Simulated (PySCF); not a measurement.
Molecule: `F/C=C/F`, C2H2F2.

Structure with atom numbers: `[F:1]/[CH:2]=[CH:3]/[F:4]`. Hydrogens are named by the atom that carries them.

Geometry PBE0-D3(BJ)/def2-SVP throughout; GIAO in PySCF 2.14.0 with density-fitted response routines, gas phase, one conformer, non-relativistic; equivalent atoms averaged; functional PBE0.

**Question.** How do the shifts δ (against CFCl3, TMS at the same level) depend on the basis set? (ppm; last column core-seconds on shared hosts with different chips, so compare them loosely)

**Answer.** 
```
    basis set  functions   F1/F4  C2/C3  H(C2)/H(C3)  core-s
       STO-3G         22   -53.7  114.8         5.49     0.8
        6-31G         40  -184.1  143.3         7.38     1.4
     pcSseg-0         40  -182.3  162.3         7.43     1.8
       6-31G*         60  -173.9  139.2         7.07     1.8
     def2-SVP         66  -159.5  143.1         7.01       2
      cc-pVDZ         66  -169.9  143.2         7.07     2.7
     pcSseg-1         78  -186.4  152.9         7.45     4.2
  aug-cc-pVDZ        110  -183.6  143.9         7.55     4.4
6-311+G(2d,p)        120  -194.7  151.0         7.42     3.8
    def2-TZVP        136  -189.5  152.0         7.40     4.7
      cc-pVTZ        148  -184.1  150.5         7.34     6.4
     IGLO-III        160  -194.0  155.8         7.47     6.6
     pcSseg-2        172  -191.9  156.9         7.48      12
```

**Question.** Which nucleus moves most, in ppm?

**Answer.** F1/F4 (vinylic fluorine): from -194.7 ppm with 6-311+G(2d,p) to -53.7 ppm with STO-3G. The smallest spread is 2.06 ppm, at H(C2)/H(C3). Proton shifts span only some 12 ppm, so a few tenths of a ppm matter as much there as several ppm in carbon.

**Question.** Taking the largest basis, pcSseg-2 (172 functions), as the yardstick, rank the others by their worst heavy-atom deviation.

**Answer.** IGLO-III 2.1 ppm (160 functions), def2-TZVP 5.0 ppm (136 functions), pcSseg-1 5.6 ppm (78 functions), 6-311+G(2d,p) 6.0 ppm (120 functions), cc-pVTZ 7.9 ppm (148 functions), pcSseg-0 9.6 ppm (40 functions), aug-cc-pVDZ 13.1 ppm (110 functions), 6-31G 13.6 ppm (40 functions), 6-31G* 18.0 ppm (60 functions), cc-pVDZ 22.0 ppm (66 functions), def2-SVP 32.4 ppm (66 functions), STO-3G 138.2 ppm (22 functions).

A small basis that lands close on one nucleus may do so by chance; judge by the trend and by all nuclei.
